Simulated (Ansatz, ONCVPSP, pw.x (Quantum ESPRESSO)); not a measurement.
## From atom to crystal: ONCV potential for aluminium (Al)

- Element: aluminium
- Generator: ONCVPSP 4.0.1
- Type: optimised norm-conserving Vanderbilt (ONCV)
- Functional: PBE
- Relativity: scalar-relativistic
- Frozen core: [Ne]
- Valence charge: 3
- Reference configuration: 3s2 3p1
- Partial waves: 3s: rc 1.90 bohr, ncon 3, nbas 5, qcut 2.9 1/bohr, 1 projector; 3p: rc 1.90 bohr, ncon 3, nbas 7, qcut 3.9 1/bohr, 1 projector; d scattering state at 0.09 Ha: rc 1.45 bohr, ncon 4, nbas 9, qcut 7.1 1/bohr, 2 projectors, debl 1.4 Ha
- Local potential: polynomial inside 1.30 bohr (lpopt 4, dvloc0 0 Ha)
- Core correction: Teter function, fcfact 2.75, rcfact 1.2

Atomic tests: cutoffs needed: 8.2 Ha and 14 Ha (the cutoffs (Ha) at which the residual kinetic energy of the hardest occupied pseudo-wave falls to 1 and 0.1 mHa per electron) The cutoffs count occupied waves only; projector 2 of the d channel, the hardest unoccupied one, needs 21 Ha at the loose tolerance.; ghost test: no bound ghost flagged; no localised positive-energy state flagged; largest excitation error: +27 meV (all-electron minus pseudo) for 3s1 3p0, out of 4 test configurations.

Crystal test: fcc Al in pw.x 7.5, no spin, 14³ k-points, Fermi–Dirac smearing 0.01 Ry, cutoffs 50/200 Ry. The reference is all-electron LAPW (Ansatz 0.2.0) with the same functional, mesh and smearing; V0 and B0 come from Birch–Murnaghan fits to the pressures at five volumes. Errors are pseudo minus all-electron; Δ is the rms difference of the E(V) curves that follow from these fits, minima aligned, over ±6 % about the mean V0. Mesh and smearing are coarse, so the numbers serve the comparison and aren't converged zero-temperature values; the lattice is a test structure that the element need not adopt.

```
V (Å³/atom)  P all-electron (GPa)  P pseudo (GPa)
     15.701                  4.22            4.30
     16.114                  1.87            1.96
     16.527                 -0.17           -0.08
     16.940                 -1.94           -1.85
     17.353                 -3.46           -3.38
```

All-electron: a0 = 4.040 Å (V0 = 16.49 Å³/atom), B0 = 76.6 GPa.

Pseudopotential: mean pressure error (GPa): +0.09; a0 (Å): 4.042; a0 error (%): +0.04; B0 error (%): -0.6; Δ (meV/atom): 0.3.

**Question.** At the middle volume, how do free energy and pressure move when the wave cutoff is lowered (ecutrho kept at four times it)?

**Answer.**

```csv
cutoff (Ry),shift of F (meV/atom),shift of P (GPa)
22,+22.2,-0.40
30,+4.8,-0.12
40,+0.9,-0.01
```

The run at the middle volume (104 k-points, 6 iterations) took about 9 s on one core of a shared host (Intel(R) Xeon(R) Processor @ 2.60GHz, 24 threads, 32 GiB, load 12).
